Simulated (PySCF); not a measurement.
# Which determinant of AlO lies lowest?

Unrestricted PBE0; Al 6-311G(d,p), O 6-311G(d,p); no relativity (PySCF 2.14). Outer shells of the fragments: Al 3s2 3p1; O 2s2 2p4.

Followed along the bond (rough minima from three points):

```json
{"2Ms+1": "2", "unpaired": "σ ↑", "⟨S²⟩ at the start": "0.77", "R at minimum (Å)": "1.64", "Te (eV)": "0.00"}
{"2Ms+1": "2", "unpaired": "π ↑", "⟨S²⟩ at the start": "0.75", "R at minimum (Å)": "1.80", "Te (eV)": "0.45"}
{"2Ms+1": "4", "unpaired": "σ ↑, π ↑↑", "⟨S²⟩ at the start": "3.75", "R at minimum (Å)": "1.81", "Te (eV)": "3.19"}
```

Solutions found at the starting distance of 1.795 Å, counted from the lowest of them; the search is not exhaustive and high or unbound solutions are not listed, so other states can lie among these:

```
2Ms+1   unpaired   term  E (eV)  ⟨S²⟩  ⟨Lz²⟩  μ (D)
    2        σ ↑    ²Σ⁺    0.00  0.77   0.00  -3.85
    2        π ↑     ²Π    0.14  0.75   1.01  -1.34
    4  σ ↑, π ↑↑  mixed    2.88  3.75   2.00  -2.07
    4  σ ↑, π ↑↑  mixed    3.12  3.75   2.00  -2.09
    2        π ↑  mixed    3.93  1.33   1.00  -3.81
    4  σ ↑↑, π ↑     ⁴Π    5.38  3.75   1.01  -2.44
    4      π ↑↑↑     ⁴Π    6.07  3.76   1.01   3.48
```

A term symbol is given only where ⟨S²⟩ and ⟨Lz²⟩ are close to those of a pure state; real π, δ and φ orbitals otherwise mix terms. A positive dipole means Al(−)O(+).

**Question.** Compare the gap between the two lowest followed solutions at the starting distance with the gap between their minima.

**Answer.** At PBE0 the second solution (doublet, unpaired electrons π ↑) lies +0.14 eV from the first (doublet, unpaired electrons σ ↑) at 1.795 Å and +0.45 eV at the minima; the two curves relax by different amounts, since their minima lie near 1.80 and 1.64 Å.

Counting both spins, an empty level lies below a filled one in some of these solutions, because spin and occupation are held.
